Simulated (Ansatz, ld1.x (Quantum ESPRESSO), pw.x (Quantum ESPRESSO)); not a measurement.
**vanadium: one change to the RRKJ potential, in the atom and in the bcc crystal**

- Element: V
- Generator: ld1.x (Quantum ESPRESSO) 7.5
- Type: norm-conserving RRKJ (Kleinman–Bylander form)
- Functional: LDA (PW92)
- Relativity: scalar-relativistic
- Frozen core: [Ar]
- Valence charge: 5
- Reference configuration: 3d3 4s2 4p0
- Partial waves: 4p (bound, empty): rc 2.65 bohr; 3d (bound): rc 1.70 bohr; 4s (bound): rc 2.95 bohr
- Local potential: the s channel
- Core correction: Bessel-smoothed model core, default radius (core density twice the valence density)
- rho0: 0.001

Change: all radii but the core radius scaled by about 1.04 (s 3.08, p 2.76, d 1.78 bohr).

Cutoffs, loose and tight: the cutoffs (Ry, on a coarse ladder) from which the occupation-weighted sum of valence levels, in a spherical-Bessel basis at the reference potential, stays within 10 and 1 mRy of its value at 400 Ry. They do not see the model core or the augmentation charge, which bear on the density cutoff. Test errors are all-electron minus pseudo excitation energies from the reference, over the configurations 3d3 4s1 4p0; 3d3 4s0 4p0; 3d2 4s0 4p0; 3d4 4s1 4p0; 3d3 4s1.5 4p0; 3d3.5 4s1.5 4p0; 3d2 4s2 4p0 (two spin-polarised tests are not counted in the largest error); variants that change the core or the reference have their own tests.

Crystal test: bcc V in pw.x 7.5, no spin, 16³ k-points, Fermi–Dirac smearing 0.01 Ry, cutoffs set for each file from its atomic test. The reference is all-electron LAPW (Ansatz 0.2.0) with the same functional, mesh and smearing; V0 and B0 come from Birch–Murnaghan fits to the pressures at five volumes. Errors are pseudo minus all-electron; Δ is the rms difference of the E(V) curves that follow from these fits, minima aligned, over ±6 % about the mean V0. Mesh and smearing are coarse, so the numbers serve the comparison and aren't converged zero-temperature values; the lattice is a test structure that the element need not adopt.

All-electron: a0 = 2.929 Å (V0 = 12.57 Å³/atom), B0 = 206.3 GPa.

Does the change bring the crystal closer to the all-electron result?

The mean pressure error goes from +16.41 to +14.00 GPa, so the change moves the solid closer to the all-electron pressures. Neither pressure curve crosses zero within the volumes sampled, so no fits are given.

```tsv
quantity	base	changed
outcome (atom)	generated	generated
cutoff, loose (atom)	55 Ry	50 Ry
cutoff, tight (atom)	70 Ry	60 Ry
bound ghosts (atom)	none	none
largest test error (meV) (atom)	-246 over the solved tests; 1 of 9 tests not solved or not reliable	-216 over the solved tests; 1 of 9 tests not solved or not reliable
cutoffs in pw.x (Ry)	85/340	75/300
mean pressure error (GPa)	+16.41	+14.00
```

Base: The largest radius (2.95 bohr) exceeds half the bond length (2.39 bohr), so the spheres overlap, which is one possible source of error among others. This is a poor potential for the solid. Atomic configuration tests: 1 of 9 tests not solved or not reliable. Changed file: The largest radius (3.08 bohr) exceeds half the bond length (2.39 bohr), so the spheres overlap, which is one possible source of error among others. This is a poor potential for the solid. Atomic configuration tests: 1 of 9 tests not solved or not reliable. The atomic cutoffs weigh occupied waves only.
